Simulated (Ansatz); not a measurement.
System: C₂H, net charge 0, doublet state. It need not be the lowest isomer of its formula. SMILES: [C]#C
Geometry: optimised at B3LYP-D3(BJ)/def2-TZVP (Ansatz, a first-principles code).

Wanted: vertical ionisation energy (to the triplet state of charge +1; each state is the SCF solution reached for its spin; the UHF <S^2> is 2.14 for the triplet (pure: 2.00) and 1.11 for the doublet (pure: 0.75); for the doublet T1 is 0.062), in eV. Correlated levels leave the core frozen unless marked. Open shells are spin-unrestricted. No spin-orbit coupling. No relativistic terms. CBS(X,Y): correlation extrapolated as X^-3; Hartree-Fock from the larger set.

```
level                                 program  vertical ionisation energy (eV)
------------------------------------  -------  -------------------------------
SVWN5/def2-TZVPD                       Ansatz                            11.97
PBE/def2-TZVPD                         Ansatz                            11.68
r2SCAN/def2-TZVPD                      Ansatz                       (withheld)
PBE0/def2-TZVPD                        Ansatz                            11.54
BHLYP/def2-TZVPD                       Ansatz                            11.33
CAM-B3LYP/def2-TZVPD                   Ansatz                       (withheld)
wB97X-V/def2-TZVPD                     Ansatz                       (withheld)
CCSD/aug-cc-pVDZ                       Ansatz                            11.44
CCSD/aug-cc-pVTZ                       Ansatz                       (withheld)
CCSD/def2-TZVPPD                       Ansatz                            11.51
CCSD/def2-QZVPPD                       Ansatz                            11.56
CCSD(T)/CBS(def2-TZVPPD,def2-QZVPPD)   Ansatz                            11.75
```

Question: Complete the blanks.

Answer: 
- r2SCAN/def2-TZVPD, vertical ionisation energy (eV): 11.48
- CAM-B3LYP/def2-TZVPD, vertical ionisation energy (eV): 11.64
- wB97X-V/def2-TZVPD, vertical ionisation energy (eV): 11.59
- CCSD/aug-cc-pVTZ, vertical ionisation energy (eV): 11.53
